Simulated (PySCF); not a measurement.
1-chloro-2-methylpropane, C4H9Cl.
Numbering: `[CH3:1][CH:2]([CH3:3])[CH2:4][Cl:5]` (hydrogens: H6, H7, H8 on C1; H9 on C2; H10, H11, H12 on C3; H13, H14 on C4)

The same species was optimised twice, with GFN2-xTB and with PBE0-D3(BJ)/def2-SVP (PySCF), and the same property calculations (PySCF, gas phase) were run on both structures.

| coordinate | GFN2-xTB | PBE0-D3(BJ)/def2-SVP | change |
| --- | --- | --- | --- |
| C3–H11 (Å) | 1.088 | 1.103 | +0.015 |
| C1–H7 (Å) | 1.088 | 1.103 | +0.015 |
| C3–H12 (Å) | 1.088 | 1.101 | +0.013 |
| C3–H10 (Å) | 1.087 | 1.100 | +0.013 |
| C1–H6 (Å) | 1.087 | 1.100 | +0.013 |
| C1–H8 (Å) | 1.087 | 1.099 | +0.012 |
| C4–H13 (Å) | 1.090 | 1.101 | +0.011 |
| C2–H9 (Å) | 1.095 | 1.105 | +0.010 |
| C4–H14 (Å) | 1.090 | 1.099 | +0.009 |
| C4–Cl5 (Å) | 1.784 | 1.791 | +0.007 |
| C2–C4 (Å) | 1.525 | 1.521 | -0.004 |
| C1–C2 (Å) | 1.526 | 1.523 | -0.003 |
| C2–C3 (Å) | 1.528 | 1.526 | -0.002 |
| C4–C2–H9 (°) | 108.4 | 106.9 | -1.5 |
| C2–C4–Cl5 (°) | 111.4 | 112.8 | +1.4 |
| H13–C4–H14 (°) | 109.7 | 108.4 | -1.3 |
| C1–C2–C4 (°) | 110.9 | 112.1 | +1.2 |
| H10–C3–H11 (°) | 108.4 | 107.4 | -1.0 |
| C1–C2–C3 (°) | 110.8 | 111.7 | +0.9 |
| C2–C3–H12 (°) | 110.9 | 111.8 | +0.9 |
| H6–C1–H7 (°) | 108.5 | 107.7 | -0.8 |
| C1–C2–C4–Cl5 (°) | 65 | 63 | -2 |

Rotational constants: A = 7618, B = 2171, C = 1821 MHz (GFN2-xTB) against A = 7555, B = 2151, C = 1797 MHz (PBE0-D3(BJ)/def2-SVP). Point groups within 0.08 Å: C1 and C1.

On the GFN2-xTB structure: HOMO (eV) -8.30 [PBE0/pcSseg-1]; LUMO (eV) 0.90 [PBE0/pcSseg-1]; dipole (D) 2.15 [PBE0/pcSseg-1]; GIAO shielding of C1/C3 (mean) (ppm) 164.7 [PBE0/pcSseg-1]; GIAO shielding of C2 (ppm) 150.5 [PBE0/pcSseg-1]; GIAO shielding of C4 (ppm) 129.2 [PBE0/pcSseg-1]; GIAO shielding of Cl5 (ppm) 868.6 [PBE0/pcSseg-1].

**Question.** What do these properties become on the PBE0-D3(BJ)/def2-SVP structure?

**Answer.** 
```csv
property,level,on GFN2-xTB,on PBE0-D3(BJ)/def2-SVP,change
HOMO (eV),PBE0/pcSseg-1,-8.30,-8.31,-0.01
LUMO (eV),PBE0/pcSseg-1,0.90,0.84,-0.06
dipole (D),PBE0/pcSseg-1,2.15,2.17,+0.02
"energy, GFN2-xTB geometry as zero (kcal/mol)",PBE0/pcSseg-1,0.0,-0.4,-0.4
GIAO shielding of C1/C3 (mean) (ppm),PBE0/pcSseg-1,164.7,163.1,-1.6
GIAO shielding of C2 (ppm),PBE0/pcSseg-1,150.5,150.6,+0.1
GIAO shielding of C4 (ppm),PBE0/pcSseg-1,129.2,127.4,-1.8
GIAO shielding of Cl5 (ppm),PBE0/pcSseg-1,868.6,865.2,-3.4
```

The heavy atoms differ by 0.018 Å rms after alignment. Among all bonds C1–H7 and C3–H11 change most and about equally (+0.015 Å). Changes are differences of the printed values. Neither structure is proved a minimum here.

The values belong to the conformer `[CH3:1][CH:2]([CH3:3])[CH2:4][Cl:5]`: C1–C2–C4–Cl5 63°.
